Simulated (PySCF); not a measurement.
# Name the molecule from its bond curve

A diatomic of charge 0 contains B. Its quartet curve at PBE0 in a double-zeta basis (no relativity, PySCF), in eV from the separated fragments:

| R (Å) | E (eV) |
| --- | --- |
| 1.687 | -2.392 |
| 1.765 | -2.857 |
| 1.843 | -3.110 |
| 1.902 | -3.197 |
| 1.961 | -3.218 |
| 2.020 | -3.191 |
| 2.098 | -3.101 |
| 2.196 | -2.932 |
| 2.314 | -2.688 |
| 2.471 | -2.340 |

The fit gives ωe = 707 cm⁻¹ and the rotational constant Bₑ = 0.5584 cm⁻¹.

**Question.** Which atom is the partner?

**Answer.** The minimum lies at 1.955 Å, so the reduced mass is 16.8576 u Å² cm⁻¹/(Bₑ·Re²) = 7.899 u. With B at 11.01 u the partner weighs about 28.0 u: Si. The molecule is SiB.

3-21G is very small, so such numbers show the basis as much as the molecule. The state was picked by a PBE0 search and need not be the measured ground state.
